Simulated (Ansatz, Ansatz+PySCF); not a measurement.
```yaml
atoms:
  - { symbol: Cl, position_ang: [0.0188, -0.8173, 0.0000] }
  - { symbol: H, position_ang: [-0.4705, 0.5695, 0.0000] }
  - { symbol: O, position_ang: [0.0188, 1.6656, 0.0000] }
```

Basis set: cc-pVTZ on H, O; cc-pV(T+d)Z on Cl (spherical functions). Frozen core: 6 orbitals. Correlation on ROHF uses semicanonical orbitals with singles. Charge 0, multiplicity 3.

Computed with Ansatz (development build ahead of 0.2.0); each method stands on the lowest determinant of its kind that the runs found.

The atomization energy at this shape (free ground-state atoms in the same class of orbitals less the molecule, no zero-point energy) of triplet HClO:

```tsv
method	atomization energy
ROHF-CCSD(T)	4.00 eV
ROHF-MP2	3.67 eV
```

Q: What does UHF-MP2 give?

A: 3.84 eV.
